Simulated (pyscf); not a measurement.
Thermochemistry of product channels of `[CH3][CH2][CH3]` + `[O]` [triplet] on the triplet surface, in eV, from CCSD(T)/def2-TZVPP + ΔMP2(QZVPP) energies (ideal gas, 1 atm, RRHO with modes under 100 cm⁻¹ raised to 100, one conformer, R ln 2 for chiral ones without a mode under 150 cm⁻¹). Optimised with ωB97X-D3(BJ)/def2-SVP in PySCF. Correlated levels are frozen-core, on RHF or UHF. ΔMP2 is the change of the MP2 total energy from the triple- to the quadruple-zeta basis.

| products | ΔE | ΔH(298 K) | ΔG(298 K) | ΔG(1200 K) |
|---|---|---|---|---|
| `[CH3][O]` [doublet] + `[CH2][CH3]` [doublet] | +0.22 | +0.04 | -0.19 | -0.87 |
| `[CH3][CH][CH3]` [doublet] + `[OH]` [doublet] | [?] | -0.13 | -0.29 | [?] |

**Question.** Fill in the missing entries.

**Answer.** 
- `[CH3][CH][CH3]` [doublet] + `[OH]` [doublet], ΔE: +0.01
- `[CH3][CH][CH3]` [doublet] + `[OH]` [doublet], ΔG(1200 K): -0.83

These are energies of the channels, which say nothing of barriers. H₃C–O• lies 0.30 eV over its isomer •H₂C–OH (electronic energy, ωB97M-D3(BJ)/def2-TZVP). The CCSD(T) − MP2 part came from Ansatz, without density fitting, on the same reference. Left out: orbital degeneracy and the spin-orbit lowering of OH, O. The orbital near-degeneracy of the XH₃O or XH₃S radical is left out.
